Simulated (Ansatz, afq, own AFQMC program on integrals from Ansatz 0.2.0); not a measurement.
AFQMC on a folder of integrals that Ansatz 0.2.0 wrote.

```yaml
crystal:
  periodic: [false, false, false]
  atoms:
    - {symbol: B, position_ang: [0.000000, -0.551074, 0.049105]}
    - {symbol: O, position_ang: [0.000000, 0.175594, 1.211243]}
    - {symbol: F, position_ang: [0.000000, 0.165712, -1.047985]}
basis:
  gaussian: {orbitals: cc-pVDZ}
magnetization: {spin_polarized: true, initial_magnetization: 2}
correlation: {method: ccsd_t, electrons: outside_noble_gas, hamiltonian_folder: ham}
```

```sh
$ ansatz run in.yaml --threads 1 --pin off --events-out ev --progress --plain --max-ram 1382MiB
```

Options of the walk:

```
--method phaseless --trial cisd --walkers 60 --populations 1 --least-time 40 --time-step 0.005 --steps-per-block 50 --equilibration-blocks 28 --max-blocks 300 --target-error 0.00048 --factor-cut 1e-05 --start spin_pure --seed 7954 --release-times 0.24,0.51,0.99,1.62,2.4 --release-step 0.03 --release-every 4 --taylor-order 6
```

Times are imaginary, in 1/Eh. The walk had a cap of 2050 s.

Output of the walk:

```
orbitals 39  electrons 9 7  factors 295 of 387
reference energy -198.98021335 Eh
CCSD correlation -0.39867865 Eh in 15 cycles, weight of the determinant in the CISD state 0.8925
energy of the start -199.378715 Eh
 block  time / (1/Eh)  mean weight  energy / Eh
     1     0.250  0.9989  -199.379659
     2     0.500  1.0002  -199.379381
     3     0.750  1.0020  -199.388945
     4     1.000  1.0033  -199.392994
     5     1.250  1.0003  -199.390159
     8     2.000  1.0012  -199.382646
    17     4.250  0.9967  -199.386153
    41    10.250  0.9987  -199.387151
    65    16.250  1.0008  -199.388383
    89    22.250  1.0012  -199.388231
   113    28.250  1.0038  -199.382712
   137    34.250  0.9966  -199.378813
   161    40.250  0.9989  -199.386662
   185    46.250  0.9964  -199.387587
   209    52.250  1.0023  -199.383230
   217    54.250  0.9974  -199.378610
   233    58.250  1.0007  -199.384524
   241    60.250  0.9971  -199.413214
   257    64.250  0.9989  -199.382293
   281    70.250  1.0037  -199.403106
   305    76.250  1.0017  -199.383534
   321    80.250  0.9987  -199.388627
blocks merged  error / Eh  count
     1  0.000471  300
     2  0.000532  150
     4  0.000602  75
     8  0.000702  37
    16  0.000768  18
    32  0.000726  9
released: time / (1/Eh)  energy / Eh  error  mean overlap
  0.24  -199.388932  0.000608  1.0002
  0.51  -199.389316  0.000688  0.9934
  0.99  -199.388451  0.000811  0.9746
  1.62  -199.389584  0.000923  0.9847
  2.40  -199.390840  0.001461  0.9751
energy -199.389130 +/- 0.000768 Eh
(rows thinned)
```

The run passed its tests (sampling time, drift between the halves within three errors, error under three times the target), which doesn't prove that it has relaxed.

Against this walk (error 20.9 meV) on the same determinant: CCSD(T) 49.8 meV higher. The error is statistical and leaves out the bias of the constraint. None of these is a sure reference here. Released to 2.40 1/Eh the energy moves by -47 ± 45 meV (both errors), within twice the noise.

Cautions: constraint bias not in the error; error above the target (20.9 against 13.1 meV); lower spins were not checked.

The walk took 10 min on 1 thread of Intel(R) Xeon(R) Platinum 8488C (Sapphire Rapids), with other jobs on the host. The log's last line is the phaseless energy.

A walk keeps the symmetry of its determinant, which the program's search chose and which needn't be the lowest solution, so a lower state of the same spin and another symmetry isn't excluded.
